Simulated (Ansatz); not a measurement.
## Correlation methods on HCO, doublet

Program: Ansatz, Gaussian basis, development build; BCCD by scripts on PySCF. Settings: STO-3G; 2 core orbitals frozen; no relativity. Perturbation and coupled-cluster methods stand on the Hartree–Fock determinant that coupled cluster favours; RHF here means ROHF, with semicanonical perturbation theory. The state met can differ between shapes. Small basis; these aren't basis-limit values.

Shape A:

```xyz
3

C     0.0000    0.0000    0.0000
H     0.0000    0.8924   -0.6111
O     0.0000    0.0000    1.1760
```

Shape B. A bond is stretched, to 2.42 times the sum of the covalent radii.

```xyz
3

C     0.0000    0.0000    0.0000
H     0.0000    2.1344   -1.4616
O     0.0000    0.0000    1.1760
```

Shape C. A bond is stretched, to 2.73 times the sum of the covalent radii.

```json
{"atom": "C", "x (Å)": "0.0000", "y (Å)": "0.0000", "z (Å)": "0.0000"}
{"atom": "H", "x (Å)": "0.0000", "y (Å)": "2.4104", "z (Å)": "-1.6506"}
{"atom": "O", "x (Å)": "0.0000", "y (Å)": "0.0000", "z (Å)": "1.1760"}
```

Correlation energy of CCSD(T), then each method's total less that of CCSD(T), in eV:

```json
{"case": "A RHF", "E corr CCSD(T)": "-3.683", "CCSD": "+0.113", "BCCD": "+0.145", "BCCD(T)": "+0.010", "determinant": "–"}
{"case": "A UHF", "E corr CCSD(T)": "-3.584", "CCSD": "+0.071", "BCCD": "+0.137", "BCCD(T)": "+0.007", "determinant": "⟨S²⟩ = 0.905"}
{"case": "B RHF", "E corr CCSD(T)": "-4.032", "CCSD": "+0.240", "BCCD": "+0.294", "BCCD(T)": "+0.002", "determinant": "–"}
{"case": "C RHF", "E corr CCSD(T)": "-4.031", "CCSD": "+0.241", "BCCD": "+0.295", "BCCD(T)": "+0.002", "determinant": "–"}
```

Q: How far does full CI lie from CCSD(T) in each case, and where is CCSD(T) within 1 kcal/mol (0.043 eV)?

A: A RHF: -0.036 eV (within); A UHF: -0.039 eV (within); B RHF: -0.025 eV (within); C RHF: -0.025 eV (within).
